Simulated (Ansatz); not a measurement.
Ideal-gas functions of C$_{2}$H$_{3}$F$_{2}$N, SMILES `NC=C(F)F` at 600 K and 1 bar, from an Ansatz frequency run at PBE0-D4/def2-TZVP.

Molar mass 79.05 g/mol, point group C1 (symmetry number 1), electronic degeneracy 1, moments of inertia 48.526, 130.291, 178.007 u Å². Harmonic wavenumbers (cm⁻¹, unscaled): 219, 241, 324, 495, 545, 617, 745, 841, 901, 1131, 1247, 1315, 1378, 1657, 1855, 3236, 3561, 3655.

Use S(trans) = R[1.5 ln M + 2.5 ln T − 1.1517]; rotational temperatures θ = 24.2544 K / I; S(rot) = R[ln(√π/σ · √(T³/θAθBθC)) + 1.5]; for each mode x = 1.438777 ν̃/T, S = R[x/(eˣ − 1) − ln(1 − e⁻ˣ)] and H = RT x/(eˣ − 1); 1 cm⁻¹ = 0.0119627 kJ/mol; R = 8.31446 J/(mol·K).

By hand: the entropy, in J/(mol·K).

Translation 177.9. Rotation: θ = 0.4998, 0.1862, 0.1363 K, giving 115.2. Vibration, mode by mode: 13.76, 12.99, 10.62, 7.36, 6.66, 5.78, 4.51, 3.76, 3.36, 2.17, 1.74, 1.53, 1.36, 0.79, 0.54, 0.03, 0.02, 0.01, in all 77.0. Electronic 0.0. Sum 370.1 J/(mol·K).

By hand: H − E and G − E in kJ/mol, counted from the electronic energy.

Zero-point energy ½ × 23963 × 0.0119627 = 143.3; thermal vibration 26.5; translation, rotation and pV give 4 RT = 20.0. H − E = 189.8 kJ/mol, and G − E = 189.8 − 600 × 370.1/1000 = -32.3 kJ/mol.

Vibration gives 21 % of the entropy. The sum counts one conformer and one mirror image; others add a mixing term.
